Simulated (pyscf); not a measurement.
`[OH][SiH2][F]` + `[H][H]` → `[OH][SiH2][F]` + `[H][H]` (four-centre exchange; singlet surface; H–Si, H–H broken, H–Si, H–H formed). Optimised with ωB97X-D3(BJ)/def2-SVP in PySCF. Energies in eV from the separated reactants.

```
level                   barrier  reaction energy
----------------------  -------  ---------------
PBE/def2-TZVP              2.29             0.00
B3LYP-D3(BJ)/def2-TZVP      [?]             0.00
PBE0-D3(BJ)/def2-TZVP       [?]             0.00
M06-2X/def2-TZVP           2.79             0.00
ωB97M-D3(BJ)/def2-TZVP     2.63             0.00
HF/def2-TZVP               3.40             0.00
```

### Question
Some entries are withheld; supply them.

### Answer

- B3LYP-D3(BJ)/def2-TZVP, barrier: 2.62
- PBE0-D3(BJ)/def2-TZVP, barrier: 2.42

The functionals in the table span 0.49 eV in this barrier, from PBE to M06-2X. At the saddle there is also a short H–Si contact that neither side keeps. The same reactants have a lower exit, to F–SiH₃ + H₂O (barrier +2.22 eV at ωB97M-D3(BJ)/def2-TZVP, against +2.63 eV here). One saddle was located; it need not be the lowest between these sides.
